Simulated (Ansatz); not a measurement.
Basis-set extrapolation for C2H8N2 (`CNNC`) (PBE0-D4/def2-TZVP geometry, frozen core, the Gaussian-basis code of Ansatz). Multiplicity 1, RHF reference.

|  | def2-TZVPP | def2-QZVPP |
| --- | --- | --- |
| HF | -189.310348 | -189.319859 |
| MP2 correlation | -0.783383 | -0.836203 |
| CCSD(T) correlation | -0.854315 | not run |

Energies in hartree. Use E(X) = E(∞) + A·exp(−7.88·√X) for Hartree–Fock and E(X) = E(∞) + B·X^(−2.97) for correlation, with X = 3 and 4, and add CCSD(T) minus MP2 of the smaller set to the MP2 limit.

What is the CCSD(T) energy at the basis-set limit?

HF limit: -189.319859 + (-0.009511) × 0.13774 = -189.32117. MP2 limit: -0.836203 + (-0.052820) × 0.74074 = -0.87533. Higher-order term: -0.854315 − (-0.783383) = -0.07093. Total: -190.26743 hartree, 2.80 eV below CCSD(T)/def2-TZVPP.
